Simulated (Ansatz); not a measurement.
Isolated molecules relaxed with PBE0-D4/def2-TZVP in Ansatz; ΔE leaves out vibrations. CCSD(T)/CBS adds triple-zeta CCSD(T) − MP2 to the extrapolated MP2 energy (def2 sets, frozen cores). This one scheme is used for every species. Functionals use def2-TZVPP. One conformer a species, not always the lowest.

Reaction (formal exchange of groups at a C–F bond): `FC(F)(F)Cl` + `C=O` → `O=CC(F)(F)Cl` + H–F

Question: Is it downhill or uphill in electronic energy at CCSD(T)/CBS, and by how much? (An estimate is asked.)

Answer: Ansatz gave: Downhill: ΔE = -5.4 kcal/mol.

Question: What do these levels give: PBE0-D4, ωB97M-V, B2PLYP, CCSD/def2-SVP, CCSD(T)/def2-TZVPP, MP2/CBS(def2)? (An estimate is asked.)

Answer: Ansatz gave: PBE0-D4 -3.5, ωB97M-V -2.4, B2PLYP -3.0, CCSD/def2-SVP 2.1, CCSD(T)/def2-TZVPP -3.9, MP2/CBS(def2) -7.2 kcal/mol.

Question: What do rigid-rotor, harmonic-oscillator terms from PBE0-D4/def2-TZVP frequencies (298.15 K, 1 bar) make of the CCSD(T)/CBS value? (Best estimate.)

Answer: Computed: ΔZPE = -0.5 kcal/mol, ΔH = -5.3 kcal/mol, ΔS = -3 J/(mol·K), ΔG = -5.1 kcal/mol.

Largest T1 diagnostic among the species: 0.015.

From BLYP to BHLYP (50 % exact exchange), in def2-TZVPP and without D4, ΔE moves by +1.1 kcal/mol. In def2-TZVPP, CCSD(T) changes the Hartree–Fock value by −5.7 kcal/mol (the triples alone add −0.7 kcal/mol) and MP2 by −7.5 kcal/mol.
